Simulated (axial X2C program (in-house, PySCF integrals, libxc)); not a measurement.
Bond lengths and stretching modes, held linear, of SAlS

Computed with an axial X2C code built on PySCF integrals: two-component X2C with atomic mean-field Coulomb and Gaunt terms, Gaussian nuclei, basis S dyall-av3z, Al dyall-v3z with contracted cores. Spin-free rows use the one-electron spin-free X2C Hamiltonian.

Masses S 31.972, Al 26.982, S 31.972 u. States: 2c Ω = 3/2 (beyond evenly filled blocks: ω = 3/2); spin-free M_S = 1/2, Λ = 1 (beyond evenly filled blocks: π+α, π+β, π-α).

TPSSh, 2c: energies above the lowest point

```csv
r(S–Al) (Å),r(Al–S) (Å),E (meV)
2.0202,2.0202,69.21
2.0202,2.0720,30.40
2.0202,2.1238,39.06
2.0720,2.0202,30.40
2.0720,2.0720,0.00
2.0720,2.1238,16.75
2.0720,2.1756,69.97
2.1238,2.0202,39.06
2.1238,2.0720,16.75
2.1238,2.1238,41.34
2.1756,2.0720,69.97
2.1756,2.1756,170.03
```

**Question.** Fit a quadratic surface with cubic terms in each bond: where is the minimum, and what are the two stretching wavenumbers?

**Answer.** At TPSSh, 2c: bonds 2.077 and 2.077 Å; harmonic stretches 412.8 and 638.5 cm⁻¹; force constants 2.74, 2.74 and coupling 0.47 mdyn/Å.

The other levels and Hamiltonians give:

```
Hamiltonian  level  r(S–Al) (Å)  r(Al–S) (Å)  lower stretch (cm⁻¹)  upper stretch (cm⁻¹)
         2c   PBE0        2.070        2.070                 420.1                 588.4
  spin-free   PBE0        2.069        2.069                 420.3                 588.0
  spin-free  TPSSh        2.077        2.077                 412.9                 638.6
```

Each state is one determinant, the lowest of a limited PBE0 search; the stretches come from a fit to these few points and carry an uncertainty of a few per cent. Other orders of the atoms were not compared. Left out for rough or failed fits: HF 2c, MP2 2c, HF spin-free, MP2 spin-free. The molecule was held linear; bending was not examined, so a bent shape may lie lower. Note: functional without a current term on a determinant with orbital currents, of the molecule or an atom.
